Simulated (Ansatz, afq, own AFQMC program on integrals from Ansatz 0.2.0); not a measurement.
**CHSi, quartet in aug-cc-pVDZ, levels against CCSDT(Q)**

```xyz
3

Si    0.0000    0.0326    0.6172
C     0.0000   -0.1270   -1.2686
H     0.0000    0.6065   -2.0825
```

Connectivity, by distances: Si–CH.

Basis aug-cc-pVDZ. Only valence electrons are correlated. Ansatz 0.2.0 and our own AFQMC program on the same integrals; the CISD trial comes from CCSD amplitudes, and released means the phaseless constraint is let go. Free projection: walkers drawn from exp(T), propagated without any constraint. Its projection time is finite, and what remains of the start isn't in its error. Uncertainties: one standard error, sampling alone.

Determinant: UHF, the one that the program's search chose, which needn't be the lowest solution. The geometry is a PBE0/def2-TZVP stationary point of this or a neighbouring charge and spin state.

No full CI on the walks' own integrals is used here; CCSDT(Q) serves as the reference and is uncertain by about the last step of the cluster series.

Cautions: lower spins were not checked.

```
T1 diagnostic                               : 0.0312
weight of the determinant in the CISD state : 0.871
⟨S²⟩ of the determinant                     : 3.788
size of the correlated space                : 9 electrons in 53 orbitals
```

Reference: CCSDT(Q), correlation energy -5.222 eV. The released energy is read at 2.40 1/Eh (meV from the phaseless value at times in 1/Eh: -3 ± 3 at 0.24, -5 ± 3 at 0.51, -11.2 ± 2.4 at 0.99, -19 ± 3 at 1.62, -20 ± 4 at 2.40).

```csv
level,E − E(reference) (mEh),share of correlation (%)
HF,191.91,0.00
MP2,44.76,76.67
CCSD,7.96,95.85
CCSD(T),1.89,99.02
CCSDT,0.37,99.81
ph-AFQMC/HF,0.41 ± 0.84,99.79
ph-AFQMC/CISD,0.71 ± 0.12,99.63
released AFQMC,-0.02 ± 0.16,100.01
free AFQMC,0.16 ± 0.17,99.92
```

Free projections are given only where their last times agree within the noise and don't stop above the reference; a slow remainder of the start can still hide under it. A walk keeps the symmetry of its determinant, which the program's search chose and which needn't be the lowest solution, so a lower state of the same spin and another symmetry isn't excluded. Released energies are given only where the last usable release times agree within the noise; a slower fall can still hide under it.
